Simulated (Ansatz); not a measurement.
Gas-phase electronic energies from Ansatz, PBE0-D4/def2-TZVP geometries. CCSD(T)/CBS is the MP2 limit (def2-TZVPP, def2-QZVPP) plus CCSD(T) − MP2 in def2-TZVPP, frozen cores. DFT in def2-TZVPP. B3LYP here is the variant with VWN-RPA as its local correlation; programs differ in this. Each species was taken in one conformer, which may not be the lowest.

Consider the isomerisation: `CC(=O)OC(C)=O` → `O=COCC1CO1`.

```tsv
level	ΔE (kJ/mol)	difference from CCSD(T)/CBS
PBE-D4	176.7	0.0
PBE0-D4	175.1	-1.6
B3LYP-D4	188.1	11.4
ωB97X-V	174.5	-2.2
ωB97M-V	180.6	3.9
B2PLYP	187.1	10.4
PBE	177.6	0.9
r2SCAN	186.2	9.5
B3LYP	189.6	12.9
HF/def2-TZVPP	200.4	23.7
MP2/def2-TZVPP	177.3	0.6
CCSD(T)/def2-TZVPP	177.9	1.2
HF/def2-QZVPP	200.4	23.7
SCS-MP2/def2-QZVPP	177.1	0.4
HF/CBS(def2)	200.4	23.7
CCSD/CBS(def2)	176.9	0.2
CCSD(T)/CBS	176.7	0
```

Largest T1 diagnostic among the species: 0.015.

In def2-TZVPP, CCSD(T) changes the Hartree–Fock value by −22.4 kJ/mol (the triples alone add −0.1 kJ/mol) and MP2 by −23.1 kJ/mol.
